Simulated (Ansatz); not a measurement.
## Structure relaxation of Ti6PtAu

These are results of DFT r2SCAN, scalar-relativistic, plane waves, PAW (Ansatz), not measurements.

The start is a database structure of Ti6PtAu, space group Pm-3 (No. 200).

The final relaxation ran on this input, with the default PAW datasets:

```yaml
crystal:
  lattice:
    - [5.0561450533, 0.0, 0.0]
    - [0.0, 5.0561450533, 0.0]
    - [0.0, 0.0, 5.0561450533]
  atoms:
    - { symbol: Ti, position: [0.0, 0.5, 0.75355055] }
    - { symbol: Ti, position: [0.5, 0.24644945, 0.0] }
    - { symbol: Ti, position: [0.75355055, 0.0, 0.5] }
    - { symbol: Ti, position: [0.0, 0.5, 0.24644945] }
    - { symbol: Ti, position: [0.5, 0.75355055, 0.0] }
    - { symbol: Ti, position: [0.24644945, 0.0, 0.5] }
    - { symbol: Pt, position: [0.0, 0.0, 0.0] }
    - { symbol: Au, position: [0.5, 0.5, 0.5] }
basis:
  ecutwfc: 500
kpoints:
  mp_grid: { grid: [8, 8, 8] }
hamiltonian:
  xc: r2scan
scf:
  occupations: { method: gaussian, width: 0.1 }
output:
  forces: true
  stress: true
  eigenvalues: true
relax:
  adjacent_minimum: "off"
  f_tol: 0.01
  max_steps: 80
  cell: { stress_tol: 0.05 }
```

Launched as:

```bash
ansatz run input.yaml --threads 1 --pin off --max-ram 2560MiB --backend cpu --events-out ev --progress --plain --runs-dir out
```

It took 3.1 min on 1 thread of Arm Neoverse V2 (shared host), peak memory 0.91 GiB.

End of the output:

```
SCF converged after 4 iterations
Free energy (F): -40730.898295 eV
Harris-Foulkes:  -40730.898295 eV  (|F-HF|=7.28e-12)
Internal energy: -40730.858932 eV  (E = F + TS)
E sigma→0 (E₀):  -40730.878613 eV
Entropy (-TS):   -0.039363 eV (-4.920 meV/atom)
Fermi energy:    16.227190 eV
--- Per-component energies (eV) ---
  E_band       = -1412.082571
  E_kinetic    = 2882.211236
  E_local      = -8258.741090  (includes V_loc(G=0)·N_el)
  E_nonlocal   = 311.976814
  E_hartree    = 3377.580162
  E_xc         = -1032.233074
  E_vxc        = -1452.717537  (∫ρ·V_xc dr)
  E_paw        = -25547.445381  (= ΣΔE_a)
  E_vpaw       = -1749.147396  (= ΣTr[D̂ρ^β])
  E_aug_tail   = 0.001520  (compensation charges beyond the density's cutoff)
  E_vtau       = 99.173926  (kinetic-family band-sum trace: ∫τ·v_τ [+ j·A + Jᵃ·Aᵃ] dr)
  E_ewald      = -12462.280557
  E_core_change = -1.928561  (= ΣΔE_core)
  E_smearing   = -0.039363  (= −TS)
  E_closure    =  0.000000  (closes the sum)
  Σ components = -40730.898295   (vs F -40730.898295, Δ=0.00e0)
--- Forces (eV/Å), atoms counted from 1 ---
  atom   1  Ti     0.00000000     0.00000000     0.00235044
  atom   2  Ti     0.00000000    -0.00235044     0.00000000
  atom   3  Ti     0.00235044     0.00000000     0.00000000
  atom   4  Ti     0.00000000     0.00000000    -0.00235044
  atom   5  Ti     0.00000000     0.00235044     0.00000000
  atom   6  Ti    -0.00235044     0.00000000     0.00000000
  atom   7  Pt     0.00000000     0.00000000     0.00000000
  atom   8  Au     0.00000000     0.00000000     0.00000000
  max |Σ_I F_I| component: 4.65e-17 eV/Å
--- Stress (GPa, compression-positive) ---
       -0.002548       0.000000       0.000000
        0.000000      -0.002548       0.000000
        0.000000       0.000000      -0.002548
  P = ⅓ Tr σ = -0.0025 GPa (-0.025 kbar)
--- Relaxed structure (3 steps of the walk, 2 accepted, 1 SCFs on fresh bases) ---
  F+E_penalty+E_count = -40730.89829500 eV   max|allowed force component| = 2.350e-3 eV/Å   (the final SCF, on the basis selected at the relaxed cell)
  cell:  # Å, volume = 129.0059 Å³
    - [5.052852, 0.000000, 0.000000]
    - [0.000000, 5.052852, 0.0]
    - [0.000000, 0.0, 5.052852]
  atoms:
    - { symbol: Ti, position: [0.000000, 0.5, 0.753547] }
    - { symbol: Ti, position: [0.5, 0.246453, 0.000000] }
    - { symbol: Ti, position: [0.753547, 0.000000, 0.5] }
    - { symbol: Ti, position: [0.000000, 0.5, 0.246453] }
    - { symbol: Ti, position: [0.5, 0.753547, 0.000000] }
    - { symbol: Ti, position: [0.246453, 0.000000, 0.5] }
    - { symbol: Pt, position: [0.000000, 0.000000, 0.000000] }
    - { symbol: Au, position: [0.5, 0.5, 0.5] }
```

Absolute energies hang on the potentials; compare differences alone.

The result has space group Pm-3 (No. 200). Ti is coordinated by 2 Ti at 2.49–2.56 Å, 2 Pt at 2.82 Å, 2 Au at 2.83 Å and 8 Ti at 3.09 Å; around Pt lie 12 Ti at 2.82 Å; around Au lie 12 Ti at 2.83 Å.

Against the elements it lies at -0.54 eV/atom. Energies over the elements count from the elements' standard structures at the same level, with no empirical corrections.

The k mesh leaves about 4 meV/atom of noise in metals. Spin–orbit coupling is left out.

Symmetry constrained the relaxation, so the result can be a saddle point.